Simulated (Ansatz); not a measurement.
**Anthracene C₁₄H₁₀**

These are PBE0 (Ansatz, an electronic-structure program, PAW) values and carry that method's errors.

Cell: relaxed with PBE: a = 10.311 Å, b = 6.386 Å, c = 9.763 Å, α = γ = 90.00°, β = 108.60°.

```yaml
lattice_energy: 16 kJ/mol
```

Note: the cell comes from a level without a dispersion term, which matters for the spacing of layers, chains or molecules.

Computed values are for the static lattice.

It cost roughly 30 core-minutes of CPU time.
